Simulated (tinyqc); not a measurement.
Inside a calculation (part 2 of 2). Method: RHF in the sto-6g basis, for OH-, spin multiplicity 1. The basis has no diffuse functions, so it cannot describe the extra electron: this is an exercise in the method, not the real anion. Computed by tinyqc, a small Python program that keeps every step (integrals from PySCF). Command: `OMP_NUM_THREADS=1 python tinyqc.py 31015 31016 out.jsonl` (the two numbers bound the seeds that draw the settings). One thread of a shared host (Intel(R) Xeon(R) Processor @ 2.60GHz), about 0.09 s of CPU time with the checks.

Geometry (angstrom):
```
atom         x         y         z
O     0.000000  0.000000  0.000000
H     0.000000  0.000000  1.207000
```

## Convergence

Stop when the energy changes by less than 1e-09 hartree and every element of the error matrix X^T (F D S - S D F) X is below 9e-06.

Course of the cycle:
```
iteration   E (hartree)     change  largest element of the error matrix
1          -31.50786913          -                             2.87e-01
2          -53.64803646  -2.21e+01                             3.38e-01
3          -64.09919709  -1.05e+01                             3.84e-01
4          -69.28037105  -5.18e+00                             5.11e-01
5          -71.92668001  -2.65e+00                             5.29e-01
6          -73.29525220  -1.37e+00                             4.76e-01
7          -74.00552922  -7.10e-01                             3.96e-01
8          -74.37445317  -3.69e-01                             3.16e-01
9          -74.56622746  -1.92e-01                             2.46e-01
10         -74.66608377  -9.99e-02                             1.90e-01
11         -74.71822306  -5.21e-02                             1.45e-01
12         -74.74555157  -2.73e-02                             1.11e-01
13         -74.75994427  -1.44e-02                             8.48e-02
14         -74.76756701  -7.62e-03                             6.48e-02
...                 ...        ...                                  ...
36         -74.77643588  -3.71e-08                             2.10e-04
37         -74.77643590  -2.24e-08                             1.63e-04
38         -74.77643592  -1.36e-08                             1.26e-04
39         -74.77643593  -8.23e-09                             9.80e-05
40         -74.77643593  -4.99e-09                             7.60e-05
41         -74.77643593  -3.03e-09                             5.89e-05
42         -74.77643594  -1.84e-09                             4.57e-05
43         -74.77643594  -1.12e-09                             3.55e-05
44         -74.77643594  -6.83e-10                             2.76e-05
45         -74.77643594  -4.16e-10                             2.14e-05
46         -74.77643594  -2.54e-10                             1.66e-05
47         -74.77643594  -1.55e-10                             1.29e-05
48         -74.77643594  -9.46e-11                             1.00e-05
49         -74.77643594  -5.77e-11                             7.81e-06
```

PySCF RHF in the same basis = -74.77643594 hartree

Converged in 49 iterations.

## Populations, bond orders and dipole

D after iteration 49, order 1O 1s, 1O 2s, 1O 2px, 1O 2py, 1O 2pz, 2H 1s:
```
[[2.111428, -0.486825, 0.000000, 0.000000, 0.075499, 0.023018],
 [-0.486825, 2.154302, 0.000000, 0.000000, -0.401794, -0.284765],
 [0.000000, 0.000000, 2.000000, 0.000000, 0.000000, 0.000000],
 [0.000000, 0.000000, 0.000000, 2.000000, 0.000000, 0.000000],
 [0.075499, -0.401794, 0.000000, 0.000000, 0.488694, 0.749090],
 [0.023018, -0.284765, 0.000000, 0.000000, 0.749090, 1.208468]]
```

overlap S, order 1O 1s, 1O 2s, 1O 2px, 1O 2py, 1O 2pz, 2H 1s:
```
[[1.000000, 0.231145, 0.000000, 0.000000, 0.000000, 0.031158],
 [0.231145, 1.000000, 0.000000, 0.000000, 0.000000, 0.329461],
 [0.000000, 0.000000, 1.000000, 0.000000, 0.000000, 0.000000],
 [0.000000, 0.000000, 0.000000, 1.000000, 0.000000, 0.000000],
 [0.000000, 0.000000, 0.000000, 0.000000, 1.000000, 0.299273],
 [0.031158, 0.329461, 0.000000, 0.000000, 0.299273, 1.000000]]
```

Mulliken: Z minus the diagonal of D S on the atom; Loewdin: the same with S^(1/2) D S^(1/2); Mayer order: 2 sum_s sum (D(s) S)_ij (D(s) S)_ji over the two atoms.

Charges (e):
```
atom   Mulliken    Loewdin
1O    -0.660450  -0.672612
2H    -0.339550  -0.327388
```

Mayer bond orders:
```
pair     order
2-1   0.884706
```

dipole moment about the origin, x y z (debye): [0.000000, 0.000000, -1.365763]
